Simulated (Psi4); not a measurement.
Psi4 input (wB97X-D/6-311+G**):

```
memory 1500 MB

molecule {
0 2
O    -0.30458721    0.19762960    1.31889288
C    -0.03243289    0.06952811    0.12404499
C     0.06384060    1.22182198   -0.72543176
C     0.20799554   -1.29522990   -0.48804874
H     0.10765842   -2.06113252    0.27710537
H    -0.10669852    2.19920992   -0.29602167
H     0.30111069    1.13922735   -1.77801202
H     1.20692602   -1.34813023   -0.92741048
H    -0.50871857   -1.48693247   -1.29019125
symmetry c1
no_reorient
no_com
}

set {
  basis 6-311+G**
  reference uks
  scf_type df
  df_basis_scf def2-universal-jkfit
  dft_radial_points 99
  dft_spherical_points 590
  e_convergence 1e-8
  d_convergence 1e-7
  maxiter 150
}

e = energy('wb97x-d')
print_out(f'\nFINAL {e:.10f} DIPOLE {variable("CURRENT DIPOLE")[0]:.6f} {variable("CURRENT DIPOLE")[1]:.6f} {variable("CURRENT DIPOLE")[2]:.6f}\n')
```

Q: What final total energy does it give?

A: -192.48461 Eh.
